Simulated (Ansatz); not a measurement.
Two structures of H2OF, doublet, reached by relaxing down either side of one saddle point (PBE0-D4/def2-TZVP). Energies are electronic, without zero-point energy. Computed with Ansatz 0.2.0 (basis: def2-TZVPP and def2-QZVPP); correlated methods freeze the cores; orbitals are unrestricted. Extrapolation: Hartree–Fock as exp(−7.88 √X), correlation as X^−2.97. First:

H1  (-0.713, 0.322, -0.006)
F2  (-1.301, 1.036, -0.137)
O3  (0.576, -0.880, 0.178)
H4  (1.438, -0.478, -0.035)
(Å)

Second:

```
4
angstrom
H -0.4107 -0.7307 -0.3811
F -0.7243 1.2862 0.1521
O 0.2190 -0.5376 0.3229
H 0.9159 -0.0179 -0.0939
```

(1) Which bonds change from the first to the second?

(2) Give the saddle point's structure and its height above each. (Judge from chemistry; the value comes from the calculation.)

No T1 diagnostic of these runs exceeds 0.056. ⟨S²⟩ of the unrestricted Hartree–Fock references: 0.76 to 0.77 (a pure state has 0.75). The T1 diagnostic is large here, which may signal multireference character or strong orbital relaxation, so CCSD(T) is less sure.

Answers

(1) HF + OH → H₂O + F; bonds formed: H1–O3; bonds broken: H1–F2.

(2) By the calculation: 1.093 eV above the first and 0.260 eV above the second (CCSD(T) at an estimated basis limit (MP2 extrapolated from triple and quadruple zeta, plus CCSD(T) − MP2 in triple zeta)).
H1  (-0.491, -0.172, -0.186)
F2  (-0.910, 1.045, 0.021)
O3  (0.309, -0.662, 0.255)
H4  (1.092, -0.210, -0.090)
(Å)

For scale, one of the runs: CCSD(T)/def2-TZVPP, 90 basis functions, launched by `ansatz run in.yaml --threads 2 --pin off --events-out ev --progress --plain --max-ram 4352MiB`. The run took about 10 s on 2 CPU threads of an Arm Neoverse V1 (shared host).
